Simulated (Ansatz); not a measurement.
Elastic constant C12 (GPa) of 39 elemental solids other than molecular ones, computed with PBE (Ansatz, an electronic-structure program, PAW) and with LDA in Ansatz (PAW). The set holds measured phases with no doubt noted on the run or the magnetic state but for the caveats below. 8 more of the class have both values but aren't in it, for one of these reasons: built or high-temperature cells, doubts on the run or the magnetic state, unlike cells, values of zero, layered or molecular crystals. Solids without a value at one level (not run, failed, or a magnetic order lost), or held back for tests, aren't counted.

Every twentieth of the way through the set, in order of the shift (worked out from unrounded values):

| solid | PBE | LDA | shift (%) |
|---|---|---|---|
| hcp Y | 25.0 | 24.9 | -0.3 |
| fcc Al | 64.6 | 69.3 | +7.3 |
| bcc Li | 13.1 | 14.3 | +9.7 |
| fcc Ca | 14.9 | 16.4 | +10.4 |
| diamond-structure Si | 56.7 | 64.3 | +13.4 |
| hcp Os | 220 | 252 | +14.8 |
| hcp Tc | 219 | 252 | +15.1 |
| hcp Hf | 69.5 | 80.7 | +16.2 |
| bcc Na | 7.22 | 8.49 | +17.5 |
| hcp Ti | 82.7 | 98.6 | +19.2 |
| hcp Ru | 181 | 217 | +20.0 |
| hcp Be | 21.2 | 25.8 | +22 |
| double-hcp La | 15.3 | 18.9 | +24 |
| fcc Sr | 9.82 | 12.2 | +25 |
| fcc Rh | 179 | 225 | +26 |
| bcc Rb | 2.63 | 3.38 | +29 |
| bcc Fe | 147 | 197 | +34 |
| fcc Cu | 123 | 166 | +35 |
| fcc Au | 131 | 184 | +40 |
| hcp Zn | 39.0 | 58.4 | +50 |
| hcp Tl | 24.4 | 40.7 | +67 |

The shift from PBE to LDA has a median of +20.0 %, and eight in ten lie between +9.3 % and +42 %; LDA is the larger in 38 of 39. Each level is at its own cell, so the shift holds the change of volume too.

Ansatz's runs of these crystals have no spin polarisation, but for bcc Fe, hcp Co, fcc Ni.

Density-functional runs with spin start from parallel moments for bcc Fe, parallel moments for hcp Co, parallel moments for fcc Ni.

Spin–orbit coupling is left out, also for the solids with elements from indium on (fcc Pt, hcp Os, bcc Ba, white tin (β-Sn), double-hcp La, hcp Tl, fcc Ir, hcp Re, bcc Cs, hcp Hf and 3 more); its size isn't shown.

Each level is taken at its own relaxed cell. Ansatz's density-functional and Hartree–Fock values are scalar-relativistic unless marked +SOC, with PAW data made under PBE.
